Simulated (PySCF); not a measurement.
ammonia (H3N), SMILES N. Atoms are numbered in the order given.

```xyz
4

N      0.0000     0.0000     0.1137
H     -0.8137    -0.4698    -0.2653
H      0.0000     0.9396    -0.2653
H      0.8137    -0.4698    -0.2653
```
Charge 0, spin multiplicity 1.

Geometry optimised at PBE0-D3(BJ)/def2-TZVPD.

The numbers are results of PBE/pcJ-2 run with PySCF, not measurements.

Isotropic couplings with Fermi-contact, spin-dipole and both spin-orbit terms, one fixed conformer, no vibrational averaging. Isotopes: 14N, 1H.

Computed spin–spin coupling constants:
```csv
pair,bonds apart,J (Hz)
N1–H2,1,40.7
N1–H3,1,40.7
N1–H4,1,40.7
H2–H3,2,-7.7
H2–H4,2,-7.7
H3–H4,2,-7.7
```
